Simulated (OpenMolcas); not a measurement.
**UPBE/ANO-RCC-VDZP (DKH2, RICD fitting, scramble 0.25) run of CH8Si2 (SMILES [SiH3]C[SiH3])**

Wanted: an energy scan of CH8Si2. 

Program for the calculation: OpenMolcas 26.06.

4 further runs of the same task are left out: 4 set aside as unsound or not needed.

## Step 1: Starting point

The species is CH8Si2 (11 atoms), meant as a singlet with charge 0. SMILES: `[SiH3]C[SiH3]`. The shape is that of a PBE0-D4/def2-TZVP optimisation.

Bond lengths: Si1–C2 1.872 Å, C2–Si3 1.872 Å, Si1–H4 1.488 Å, Si1–H5 1.487 Å, Si1–H6 1.487 Å, C2–H7 1.095 Å, C2–H8 1.095 Å, Si3–H9 1.487 Å, Si3–H10 1.487 Å, Si3–H11 1.488 Å. Some angles: Si1–C2–Si3 114.4°, Si1–C2–H7 108.8°, Si1–C2–H8 108.8°, Si3–C2–H7 108.8°, Si3–C2–H8 108.8°, C2–Si1–H4 111.1°, C2–Si1–H5 110.2°, C2–Si1–H6 110.2°, C2–Si3–H9 110.2°, C2–Si3–H10 110.2°.

## Step 2: An energy scan at UPBE/ANO-RCC-VDZP (DKH2, RICD fitting, scramble 0.25)

point1.xyz

```xyz
11
R = 3.286
Si     0.176786     2.547359    -1.197457
C      1.049426     0.891199    -1.218387
Si     2.670946     0.860299    -0.283207
H     -1.100034     2.489439    -1.959287
H      1.042256     3.591559    -1.808357
H     -0.128024     2.949449     0.201823
H     -0.954100    -1.377620     0.060730
H      1.236326     0.603809    -2.258567
H      2.446416     1.208269     1.145463
H      3.617826     1.849359    -0.864397
H      3.299826    -0.486741    -0.346337
```

run.input

```
&GATEWAY
  COORD=point1.xyz
  BASIS=ANO-RCC-VDZP
  GROUP=NoSym
  RICD

&SEWARD

&SCF
  UHF
  KSDFT=PBE
  SCRAMBLE=0.25
  PRORBITALS=0
>>> ForEach K in (1, 2, 3, 4, 5, 6, 7, 8, 9)

&GATEWAY
  COORD=$CurrDir/point$K.xyz
  BASIS=ANO-RCC-VDZP
  GROUP=NoSym
  RICD

&SEWARD

&SCF
  UHF
  KSDFT=PBE
  PRORBITALS=0
  FILEORB=$Project.UhfOrb
>>> EndDo
```

Launch:

```
$ export MOLCAS_MEM=1860
$ pymolcas run.input > run.log
```

Log:

```text
--- Start Module: gateway ---
[...]
--- Stop Module: gateway /rc=_RC_ALL_IS_WELL_ ---
[...]
      Basis functions           90
[...]
       Convergence after  22 Iterations
[...]
::    Total KS-DFT energy                            -622.6117415007
[...]
--- Start Module: seward ---
[...]
--- Stop Module: seward /rc=_RC_ALL_IS_WELL_ ---
[...]
--- Start Module: scf ---
[...]
       Convergence after   9 Iterations
[...]
::    Total KS-DFT energy                            -622.7734740670
[...]
      Total spin, S                                    -0.0000000000
[...]
      Total electronic charge=   42.000000
      Total            charge=   -0.000000
[...]
      Dipole Moment (debye):
      Origin of the operator (angstrom)=   -0.0446   -0.0286    0.0689
                   X= -3.4295E-01               Y= -7.3643E-01               Z= -4.2318E-01           Total=  9.1598E-01
      Quadrupole Moment (debye*angstrom):
[...]
--- Stop Module: scf /rc=_RC_ALL_IS_WELL_ ---
[...]
```

Run time: 2.5 min. Hardware: 1 thread of Arm Neoverse V2, shared host; peak memory 0.1 GiB.

The scan, from its lowest point:

| H7–C2 (Å) | energy (kJ/mol) |
| --- | --- |
| 3.286 | 451.5 |
| 2.628 | 431.8 |
| 2.190 | 366.6 |
| 1.862 | 263.2 |
| 1.588 | 155.5 |
| 1.369 | 65.1 |
| 1.205 | 12.3 |
| 1.095 | 0.0 |
| 0.986 | 26.9 |

## Step 3: What came out

Level: UPBE/ANO-RCC-VDZP (DKH2, RICD fitting, scramble 0.25).

| quantity | value |
| --- | --- |
| lowest energy of the scan | -622.78371 Eh |
